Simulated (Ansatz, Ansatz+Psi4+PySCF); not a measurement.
```xyz
3

Si    0.0000    0.0000    0.1543
H     0.0000    1.1330   -0.9304
H     0.0000   -1.1330   -0.9304
```

Basis set: cc-pVTZ on H; cc-pV(T+d)Z on Si (spherical functions). Left uncorrelated: 5 orbitals. Charge 0, multiplicity 1.

Computed with Ansatz (development build ahead of 0.2.0); each method stands on the lowest determinant of its kind that the runs found. Restricted open shells among the atoms or ions are ROHF, correlated in semicanonical orbitals with singles.

The atomization energy at this shape (free ground-state atoms in the same class of orbitals less the molecule, no zero-point energy) of singlet SiH₂:

```json
{"method": "RHF-CCSD(T)", "atomization energy": "624.8 kJ/mol"}
{"method": "RHF", "atomization energy": "467.9 kJ/mol"}
```

**Question.** What does RHF-MP2 give?

**Answer.** 596.1 kJ/mol.
